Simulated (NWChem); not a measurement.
**Basis-set convergence for hydrogen isocyanide (CHN)**

```xyz
3

C      0.0000     0.0000     0.7411
N      0.0000     0.0000    -0.4304
H      0.0000     0.0000    -1.4339
```
Charge 0, spin multiplicity 1.

Everything below was run with NWChem. Structure: optimised with PBE0/def2-SVP, a minimum by its harmonic frequencies.

Quantity: vertical ionisation energy at the level ΔB3LYP (Δ: difference of total energies, the cation a doublet at the parent's geometry with its hole in an orbital of symmetry b1 (C2v labels); it is the state that the SCF runs reached, from PBE0 orbitals for Hartree-Fock references, and need not be the lowest).

B3LYP has NWChem's definition, with VWN1-RPA local correlation. The Pople sets run with spherical d functions. No SCF solution was tested for a lower state.

Relative cost: rough, from shared machines, SCF included, 6-31+G* = 1.

```
basis       functions  vertical ionisation energy (eV)  relative cost
----------  ---------  -------------------------------  -------------
6-31+G*            38                            14.07              1
6-311G**           42                            14.03        under 3
def2-SVPD          48                              [?]        under 3
6-311++G**         51                              [?]        under 3
def2-TZVP          68                            14.05        under 3
cc-pVTZ            74                            14.03        under 3
pcseg-2            74                            14.07        under 3
cc-pVQZ           140                            14.05              8
```

Question: Fill in the missing entries.

Answer: 
- def2-SVPD, vertical ionisation energy (eV): 14.14
- 6-311++G**, vertical ionisation energy (eV): 14.11
